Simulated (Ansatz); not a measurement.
# SiHCl (singlet): the correlation ladder, cc-pVTZ

Aim: climb from Hartree-Fock through coupled cluster for SiHCl (singlet) at one geometry and basis, and see what each rung misses.

The runs use Ansatz 0.2.0, Gaussian basis; cc-pVTZ, core rule «outside noble gas», up to 10 orbitals frozen.

To be run: UHF; CCSD(T) on RHF; CCSD(T) on UHF; BCCD(T) on RHF; CCSDT(Q) on RHF; CCSDT(Q) on UHF.

9 further runs of the same task are left out: 5 for a known fault of the program, 4 set aside as unsound or not needed.

**1. What is computed**

The geometry is a PBE0/def2-TZVP stationary point (not a proven minimum).

3 atoms, charge 0, spin multiplicity 1.

Atoms are counted from 1 here; the program's logs count them from 0.

Bond lengths: Si1–Cl2 2.077 Å, Si1–H3 1.529 Å. Angles: Cl2–Si1–H3 94.7°.

**2. UHF**

The input, in.yaml:

```yaml
crystal:
  periodic: [false, false, false]
  atoms:
    - {symbol: Si, position_ang: [0.000000, -0.089026, 1.135803]}
    - {symbol: Cl, position_ang: [0.000000, 0.030004, -0.938114]}
    - {symbol: H, position_ang: [0.000000, 1.425266, 1.348629]}
basis:
  gaussian: {orbitals: cc-pVTZ}
magnetization: {spin_polarized: true, initial_magnetization: 0}
hamiltonian: {xc: hf}
output: {orbitals: {seedname: orbitals}}
```

Started as:

```sh
$ ansatz run in.yaml --threads 1 --pin off --events-out ev --progress --plain --max-ram 3968MiB --backend cpu
```

Further steps of the session: CCSD(T) on RHF; CCSD(T) on UHF; BCCD(T) on RHF; CCSDT(Q) on RHF; CCSDT(Q) on UHF.

**Question.** What will the summary of the whole plan be? Wanted: RCCSDT(Q) below the RHF energy; RMP2 from RCCSDT(Q); UMP2 from RCCSDT(Q); RCCSD from RCCSDT(Q); RCCSD(T) from RCCSDT(Q); UCCSD(T) from RCCSDT(Q); UCCSDT(Q) from RCCSDT(Q); T1 diagnostic.

As calculated:

| quantity | value |
| --- | --- |
| RCCSDT(Q) below the RHF energy | -9.1761 eV |
| RMP2 from RCCSDT(Q) | +1324.2 meV |
| UMP2 from RCCSDT(Q) | +1506.1 meV |
| RCCSD from RCCSDT(Q) | +409.3 meV |
| RCCSD(T) from RCCSDT(Q) | +47.0 meV |
| UCCSD(T) from RCCSDT(Q) | +52.7 meV |
| UCCSDT(Q) from RCCSDT(Q) | -0.1 meV |
| levels within 1 kcal/mol (43 meV) | RCCSDT, UCCSDT, UCCSDT(Q) |
| T1 diagnostic | 0.013 |

In words: RCCSD(T) misses by +47.0 meV, 0.5 % of the correlation energy. These misses are within one basis, not against nature.
